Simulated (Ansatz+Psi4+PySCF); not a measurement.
Values are calculated unless marked as measured or tabulated.
## Psi4 1.11 run

```
molecule {
1 2
Cl -0.537720 -0.961290 0.000000
N 0.000000 0.997040 0.000000
O 1.142660 1.170330 0.000000
}

basis {
assign Cl cc-pV(T+d)Z
assign N cc-pVTZ
assign O cc-pVTZ
}
set reference uhf
set scf_type pk
energy('scf')
```

The input is written out from the run's settings.

Output:

```yaml
Converged: yes
Total_energy: -588.39200 hartree
Spin_squared_of_the_determinant: 1.140
Occupied_orbitals_by_symmetry_in_an_Abelian_subgroup_alpha;_beta: 13 Ap 3 App; 12 Ap 3 App
```

This is not the lowest solution: another run reaches a determinant 0.04 eV lower. Caution: the unrestricted determinant is spin contaminated.
